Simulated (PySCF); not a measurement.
Work out the structure from these simulated measurements.

Formula: BH6N.

* UV, first state: lowest singlet excitation: 6.86 eV (181 nm, f = 0.039 summed over 2 states within 0.01 eV) [TDDFT wB97X-D/def2-SVPD]
* Rotational structure: rotational constants A, B, C: 72.703, 17.929, 17.928 GHz [PBE0-D3(BJ)/def2-SVP]
* XPS: B1s 193.9, N1s 408.2 eV [ΔSCF SCAN, pcX-2 on the ionised atom, pcseg-1 elsewhere, spin-free X2C]
* Dipole: 5.46 D [wB97X-D/def2-SVPD]
* Couplings: largest of the computed one-bond spin–spin couplings (means over like bonds): 11B–1H +110.8 (×3), 15N–1H -71.8 (×3), 15N–11B -2.2 Hz [B3LYP/pcJ-1]
* Triplet: lowest triplet excitation (Tamm–Dancoff): 6.80 eV [TDA wB97X-D/def2-SVPD]

Electronic properties: PySCF, gas phase, density fitting. Levels stand in brackets. Isolated species at its PBE0-D3(BJ)/def2-SVP geometry, gas phase.

Q: Propose a structure and show how it fits.

A: The couplings run between: +110.8 Hz, boron bonded to N and 3 H and its hydrogen (with 2 like pairs); -71.8 Hz, nitrogen bonded to B and 3 H and its hydrogen (with 2 like pairs); -2.2 Hz, nitrogen bonded to B and 3 H and boron bonded to N and 3 H. The core levels belong to: B1s 193.9 eV, boron bonded to N and 3 H; N1s 408.2 eV, nitrogen bonded to B and 3 H. The optimised geometry has point group C3v and is a prolate symmetric top (the spread among constants that symmetry makes equal is optimisation noise). Structure: `[H]B([H])([H])<-N` (B(NH3)H3).
